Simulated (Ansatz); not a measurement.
# CS+ (sextet): from Hartree-Fock to the top rungs, def2-QZVPP

One table from this session's results is given with a row withheld; the runs are named, their logs left out.

The runs use Ansatz 0.2.0, Gaussian basis; def2-QZVPP, core rule «outside noble gas», up to 6 orbitals frozen.

To be run: UHF; ROHF; CCSD(T) on UHF.

## What is computed

The geometry is a PBE0/def2-TZVP stationary point (not a proven minimum) of the parent state, kept for this charge and spin.

2 atoms, charge 1, spin multiplicity 6.

Atoms are counted from 1 here; the program's logs count them from 0.

Bond lengths: C1–S2 1.654 Å.

Geometry (Å):

```xyz
2

C     0.00000    0.00000    0.00000
S     0.00000    0.00000    1.65370
```

Set-up of the first run:

in.yaml

```yaml
crystal:
  periodic: [false, false, false]
  atoms:
    - {symbol: C, position_ang: [0.000000, 0.000000, 0.000000]}
    - {symbol: S, position_ang: [0.000000, 0.000000, 1.653700]}
basis:
  gaussian: {orbitals: "def2-QZVPP.json"}
total_charge: 1
magnetization: {spin_polarized: true, initial_magnetization: 5}
hamiltonian: {xc: hf}
output: {orbitals: {seedname: orbitals}}
```

On the command line:

```sh
$ ansatz run in.yaml --threads 1 --pin off --events-out ev --progress --plain --max-ram 2393MiB
```

Among the steps run: UHF; ROHF; CCSD(T) on UHF.

One table of the session follows, with a row left open; its other results are not shown here.

| method | from UCCSD(T) (kJ/mol) |
| --- | --- |
| ROHF | +580.6 |
| UHF | ? |
| UMP2 | +102.2 |
| UCCSD | +21.5 |
| UCCSD(T) | 0 |

Estimate the missing values for UHF.

As computed: from UCCSD(T) (kJ/mol): +559.9. In the column «from UCCSD(T) (kJ/mol)» it lies between UMP2 (+102.2) and ROHF (+580.6).
